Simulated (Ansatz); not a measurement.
Body-centred tetragonal In was calculated with PBEsol-D3(BJ) (Ansatz, a quantum-chemistry and plane-wave program, plane waves, PAW).

Numerical settings: plane-wave cutoff 520 eV, 24×24×24 k mesh, Fermi–Dirac smearing 0.05 eV, scalar-relativistic PAW data made under PBE.

Energies at three volumes about the minimum:

```tsv
V (Å³/atom)	E − E_lowest (meV/atom)
23.783	1.68
24.268	0.00
24.753	1.53
```

Question: Fit a parabola by hand: where is the minimum, and what is the bulk modulus?

Answer: Slopes: (0.00 − 1.68)/(24.268 − 23.783) = -3.464 and (1.53 − 0.00)/(24.753 − 24.268) = 3.155 meV/Å³. Curvature E″ = 2 × (3.155 − (-3.464))/(24.753 − 23.783) = 13.647 meV/Å⁶. From the middle of the first interval, the slope vanishes at V0 = 24.0255 − (-3.464)/13.647 = 24.279 Å³/atom. B = V0 E″ = 24.279 × 13.647 meV/Å³ × 0.1602 GPa per meV/Å³ = 53.1 GPa. The full Birch–Murnaghan fit to all volumes gives V0 = 24.270 Å³/atom and B0 = 52.8 GPa.

Shape and atoms are relaxed at each volume.

Measured, for comparison: bulk modulus 44.7 GPa, equilibrium volume per atom 25.70 Å³/atom (copied from a table, unchecked, extrapolated to 0 K and zero-point effects removed; as tabulated in Lejaeghere et al. (2013), arXiv:1204.2733). Computed less measured: bulk modulus not scored (unchecked), equilibrium volume per atom not scored (unchecked).
